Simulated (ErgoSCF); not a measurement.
# P2H2 (phosphanylidenephosphane): levels of theory compared

We compute a comparison of 5 runs (HF/def2-SVP, SVWN5/6-31G, B3LYP/6-31G*, PBE0/def2-SVP, BLYP/6-311+G**) of P2H2 (phosphanylidenephosphane). 

The results are computed with ErgoSCF 3.8.

## (1) The structure to begin with

P2H2 has 4 atoms, charge 0, and is taken as a singlet. SMILES: `[H]/P=P/[H]`. Geometry: relaxed at GFN2-xTB.

Bond lengths: P1–P2 2.016 Å, P1–H3 1.403 Å, P2–H4 1.403 Å. Angles: P1–P2–H4 94.8°, P2–P1–H3 94.8°.

## (2) The energy at HF/def2-SVP (run 1)

run.inp

```
# single point, H2P2
set_nthreads(1)
molecule_inline
P     -0.04605263    -1.89658583     0.16695730
P      0.04614711     1.89641576    -0.16678723
H      1.96013732    -2.01741492     1.89600002
H     -1.96023181     2.01758499    -1.89617009
EOF
scf.max_number_of_iterations = 120
basis = "def2-SVP"
tmpdir = "."
spin_polarization = 0
scf.use_diagonalization = 1
scf.output_mulliken_pop = 1
run "HF"
```

The basis set def2-SVP is read from a file made from the Basis Set Exchange's data (not shown).

The run is started by

```sh
$ ergo run.inp
```

The program printed:

```text
[...]
INSC SCF_general constructor, number of basis functions: 46
[...]
INSC Energy   1 =       -356.92747703610
[...]
INDE E_LUMO =          0.01807898506
[...]
INSC Energy  12 =       -682.39375465447  ( diff     -0.000000000052296 )
[...]
RESC CONVERGED after  12 iterations.
RESC FINAL ENERGY:       -682.39375465447
[...]
INSC SCF: dipole_moment_x [atomic units] =       0.00005380
INSC SCF: dipole_moment_y [atomic units] =      -0.00003522
INSC SCF: dipole_moment_z [atomic units] =       0.00005122
[...]
```

Run time: 3.3 s. Hardware: 1 thread of Arm Neoverse V2, shared host; peak memory 0.26 GiB.

## (3) The energy at SVWN5/6-31G (run 2)

input.xyz

```xyz
4
H2P2
P     -0.024370    -1.003630     0.088350
P      0.024420     1.003540    -0.088260
H      1.037260    -1.067570     1.003320
H     -1.037310     1.067660    -1.003410
```

input.ego

```
# H2P2
set_nthreads(1)
molecule "input.xyz"
tmpdir = "."
scf.max_number_of_iterations = 120
XC.sparse_mode = 0
scf.use_diagonalization = 1
XC.angint = 41
basis = "6-31G"
XC.radint = 1e-11
scf.output_mulliken_pop = 1
run "SVWN5"
```

The basis set 6-31G is read from a file made from the Basis Set Exchange's data (not shown).

The run is started by

```sh
$ ergo input.ego
```

The program printed:

```text
[...]
INSC SCF_general constructor, number of basis functions: 30
[...]
INSC Energy   1 =       -481.70737781684
[...]
INDE E_LUMO =         -0.14386430315
[...]
INSC Energy  26 =       -681.24082839292  ( diff      0.000000000002046 )
[...]
RESC CONVERGED after  26 iterations.
RESC FINAL ENERGY:       -681.24082839292
[...]
INSC SCF: dipole_moment_x [atomic units] =       0.00005771
INSC SCF: dipole_moment_y [atomic units] =      -0.00001058
INSC SCF: dipole_moment_z [atomic units] =       0.00004760
[...]
```

Run time: 3.6 s. Hardware: 1 thread of Arm Neoverse V2, shared host; peak memory 0.26 GiB.

## (4) A single-point energy at B3LYP/6-31G(d) (spherical functions) (run 3)

input.ego

```
set_nthreads("env")
molecule_inline
P     -0.04605263    -1.89658583     0.16695730
P      0.04614711     1.89641576    -0.16678723
H      1.96013732    -2.01741492     1.89600002
H     -1.96023181     2.01758499    -1.89617009
EOF
scf.max_number_of_iterations = 120
basis = "6-31G*"
scf.output_mulliken_pop = 1
tmpdir = "."
XC.radint = 1e-11
scf.use_diagonalization = 1
XC.angint = 41
XC.sparse_mode = 0
run "B3LYP-G"
```

The basis set 6-31G* is read from a file made from the Basis Set Exchange's data (not shown).

The run is started by

```sh
$ ergo input.ego
```

The program printed:

```text
[...]
INDF Weighted mixed functional:
[...]
INSC Energy   1 =       -400.17258734326
[...]
INDE E_LUMO =         -0.11049165833
[...]
INSC Energy  20 =       -683.87223836226  ( diff     -0.000000000000341 )
[...]
RESC CONVERGED after  20 iterations.
RESC FINAL ENERGY:       -683.87223836226
[...]
INSC SCF: dipole_moment_x [atomic units] =       0.00005887
INSC SCF: dipole_moment_y [atomic units] =      -0.00002858
INSC SCF: dipole_moment_z [atomic units] =       0.00005493
[...]
```

It took 7.8 s on 1 thread of Arm Neoverse V2, shared host; peak memory 0.26 GiB.

Run 4 isn't shown in full; the table further down has it.

## (5) A single-point energy at BLYP/6-311+G(d,p) (run 5)

ergo.in

```
# H2P2
set_nthreads("env")
molecule_inline
P     -0.04605263    -1.89658583     0.16695730
P      0.04614711     1.89641576    -0.16678723
H      1.96013732    -2.01741492     1.89600002
H     -1.96023181     2.01758499    -1.89617009
EOF
scf.max_number_of_iterations = 120
XC.radint = 1e-11
scf.output_mulliken_pop = 1
basis = "6-311+G**"
charge = 0
tmpdir = "."
XC.sparse_mode = 0
scf.use_diagonalization = 1
XC.angint = 41
run "BLYP"
```

The basis set 6-311+G** is read from a file made from the Basis Set Exchange's data (not shown).

The run is started by

```sh
$ ergo ergo.in
```

The program printed:

```text
[...]
INDF Weighted mixed functional:
[...]
INSC Energy   1 =       -372.25999036284
[...]
INDE E_LUMO =         -0.13209381702
[...]
INSC Energy  28 =       -683.89442151732  ( diff      0.000000000000909 )
[...]
RESC CONVERGED after  28 iterations.
RESC FINAL ENERGY:       -683.89442151732
[...]
INSC SCF: dipole_moment_x [atomic units] =       0.00004944
INSC SCF: dipole_moment_y [atomic units] =      -0.00002904
INSC SCF: dipole_moment_z [atomic units] =       0.00004707
[...]
```

Wall time 11 s (1 thread of Arm Neoverse V2, shared host); peak memory 0.26 GiB.

## (6) All runs side by side

```csv
run,level,integration grid,radint,energy (Eh),dipole moment (D),wall time
1,HF/def2-SVP,–,–,-682.393755,0.00,3.3 s
2,SVWN5/6-31G,Turbo,1e-11,-681.240828,0.00,3.6 s
3,B3LYP/6-31G* (spherical functions),Turbo,1e-11,-683.872238,0.00,7.8 s
4,PBE0/def2-SVP,Turbo,1e-11,-683.401861,0.00,6 s
5,BLYP/6-311+G**,Turbo,1e-11,-683.894422,0.00,11 s
```

## (7) Summary of results

| quantity | value |
| --- | --- |
| run 5: total energy | -683.89442 Eh |
| run 5: dipole moment | 0.00 D |

What this shows: Totals of different functionals can't be ranked against each other. All runs together took 32 s, the longest 11 s.
